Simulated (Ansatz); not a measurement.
Input file:

```yaml
crystal:
  periodic: [false, false, false]
  atoms:
    - {symbol: Si, position_ang: [0.000000, 0.034404, 0.615179]}
    - {symbol: C, position_ang: [0.000000, -0.125172, -1.270608]}
    - {symbol: H, position_ang: [0.000000, 0.532912, -2.000823]}
basis:
  gaussian: {orbitals: 6-31G}
magnetization: {spin_polarized: false, initial_magnetization: 3}
correlation: {method: bccd_t, electrons: outside_noble_gas}
```

```sh
$ ansatz run in.yaml --threads 1 --pin off --events-out ev --progress --plain --max-ram 2393MiB
```

Task: Roughly how long does this take on 1 thread of Arm Neoverse V2, shared host, and how much host memory?

Result: 0.99 s wall and 0.07 GiB.

```
299 factors; integrals over basis functions are off by at most 2.7e-4 eV
mean field evaluation 1: about -8901.2133 eV, gradient 9.2e0 eV
mean field evaluation 2: about -8901.2144 eV, gradient 9.2e0 eV
mean field evaluation 4: about -8902.3590 eV, gradient 2.3e0 eV
mean field evaluation 8: about -8902.4558 eV, gradient 1.6e-1 eV
mean field evaluation 16: about -8902.4219 eV, gradient 1.1e0 eV
mean field evaluation 32: about -8902.0792 eV, gradient 1.1e-1 eV
mean field evaluation 64: about -8902.2507 eV, gradient 1.4e0 eV
mean field evaluation 96: about -8899.9026 eV, gradient 2.0e-1 eV
mean field evaluation 128: about -8902.0771 eV, gradient 2.6e-1 eV
mean field evaluation 160: about -8901.8884 eV, gradient 2.5e0 eV
mean field evaluation 192: about -8899.2552 eV, gradient 5.2e0 eV
mean field evaluation 224: about -8899.2720 eV, gradient 5.4e0 eV
mean field evaluation 256: about -8897.5215 eV, gradient 1.4e-2 eV
mean field evaluation 288: about -8898.9015 eV, gradient 1.3e-2 eV
mean field evaluation 320: about -8902.1881 eV, gradient 6.4e0 eV
mean field evaluation 352: about -8897.8804 eV, gradient 2.0e-1 eV
mean field evaluation 384: about -8898.9012 eV, gradient 1.7e-1 eV
mean field -8902.45640402 eV, -327.1592385461 hartree, gradient 2.9e-6 eV, S^2 3.750000; 11 other end points of the search recorded, 0 dependent functions left out
mean field evaluation 416: about -8901.4392 eV, gradient 8.1e0 eV
mean field evaluation 448: about -8902.3367 eV, gradient 2.5e-1 eV
determinant -8902.45640402 eV, -327.1592385461 hartree, with singles and doubles -8905.20513426 eV, -327.2602525192 hartree
determinant -8902.07813159 eV, -327.1453372906 hartree, with singles and doubles -8904.88612862 eV, -327.2485292782 hartree
determinant -8899.90352187 eV, -327.0654218574 hartree, with singles and doubles -8903.89643114 eV, -327.2121585665 hartree
determinant -8898.97911208 eV, -327.0314504244 hartree, with singles and doubles -8903.18837377 eV, -327.1861379381 hartree
determinant -8902.45640402 eV, -327.1592385461 hartree, with singles and doubles -8905.20663461 eV, -327.2603076561 hartree
determinant -8902.07813159 eV, -327.1453372906 hartree, with singles and doubles -8904.90632649 eV, -327.2492715361 hartree
6 core orbitals not correlated: weight in the atoms' cores, before any rotation towards them, 1.000 or more for the frozen orbitals, at most 0.000 for the correlated occupied ones
reference -8902.45640402 eV, -327.1592385461 hartree; 6, 3 occupied and 12, 15 virtual orbitals, 299 factors
second order -2.03942925 eV of doubles, -0.05429428 eV of singles
cycle   1  -2.74715632 eV  change    3.1e-3 eV  update   5.7e-3
cycle   2  -2.74530431 eV  change    1.9e-3 eV  update   2.0e-3
cycle   3  -2.74375782 eV  change    1.5e-3 eV  update   1.1e-3
cycle   4  -2.74359848 eV  change    1.6e-4 eV  update   4.3e-4
cycle   5  -2.74362330 eV  change   -2.5e-5 eV  update   2.0e-4
cycle   6  -2.74357732 eV  change    4.6e-5 eV  update   9.4e-5
cycle   7  -2.74357419 eV  change    3.1e-6 eV  update   4.9e-5
cycle   8  -2.74357413 eV  change    6.3e-8 eV  update   2.8e-5
cycle   9  -2.74357772 eV  change   -3.6e-6 eV  update   1.4e-5
cycle  10  -2.74358031 eV  change   -2.6e-6 eV  update   5.9e-6
perturbative correction -0.05841465 eV, -0.0021466989 hartree
Total energy: -8905.25839898 eV, -327.2622099615 hartree
```

For the same geometry and basis full CI lies 23.4 meV lower.
